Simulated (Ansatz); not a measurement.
Molecule (SMILES): Cl[CH]Cl, doublet.
Atoms: C1, Cl2, Cl3, H4. Bonds: C1-Cl2, C1-Cl3, C1-H4.

Basis-set convergence of the optimised C1-Cl2 bond length at PBE0 with Ansatz (a quantum-chemistry and plane-wave program). Cartesian d functions, on some or all atoms, in 6-31+G*, 6-311+G**; all else is spherical. The program fits the integrals of some runs and decomposes those of others, by size. Open shells are unrestricted. No added dispersion term, no relativity. Reference: the value in pcseg-3, 1.6882 Å, itself unsure by roughly 0.0004 Å (its mean distance from def2-QZVPP, cc-pV(Q+d)Z). Deviations are taken from unrounded values.

```json
[
 {"basis": "6-31+G*", "functions": "67"},
 {"basis": "def2-SVPD", "functions": "82"},
 {"basis": "6-311+G**", "functions": "90"},
 {"basis": "aug-cc-pV(D+d)Z", "functions": "96"},
 {"basis": "6-311++G(2d,2p)", "functions": "107"},
 {"basis": "def2-TZVPD", "functions": "138"},
 {"basis": "jun-cc-pV(T+d)Z", "functions": "149"},
 {"basis": "6-311++G(3df,3pd)", "functions": "151"},
 {"basis": "def2-TZVPPD", "functions": "156"},
 {"basis": "aug-cc-pV(T+d)Z", "functions": "179"}
]
```

Task: Which is the smallest set listed that can be trusted to 0.003 Å here, that is, within that of the reference together with its larger relatives (same family, alike in diffuse functions; a set with none to test it counts only in the reference's own line)?

Result: The smallest set listed that lies within 0.003 Å of the reference with all its larger relatives (same family, alike in diffuse functions; a set with none counts only in the reference's own line) is def2-TZVPD (138 functions, 0.0012 Å off). Inside, with no larger relative to test it: 6-311++G(3df,3pd). Value minus reference: 6-31+G* 0.0143, def2-SVPD 0.0131, 6-311+G** 0.0148, aug-cc-pV(D+d)Z 0.0085, 6-311++G(2d,2p) 0.0105, def2-TZVPD 0.0012, jun-cc-pV(T+d)Z 0.0014, 6-311++G(3df,3pd) 0.0000, def2-TZVPPD 0.0010, aug-cc-pV(T+d)Z 0.0018 Å.
